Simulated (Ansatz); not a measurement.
## doublet PH(+): levels of theory in one basis

```xyz
2

P     0.0000    0.0000   -0.7214
H     0.0000    0.0000    0.7214
```

Basis set: def2-SVP (spherical functions). Left uncorrelated: 5 orbitals. Correlation on ROHF uses semicanonical orbitals with singles. Charge 1, multiplicity 2.

Computed with Ansatz (development build ahead of 0.2.0); each method stands on the lowest determinant of its kind that the runs found.

```tsv
method	E − E(ROHF) (eV)	<S²> of the determinant
ROHF	0.00	–
UHF	-0.12	0.76
ROHF-MP2	-2.07	–
UHF-MP2	-2.06	0.76
```

(1) What does ROHF-CCSD(T) give on the same scale?

## Answers

(1) -2.80 eV.
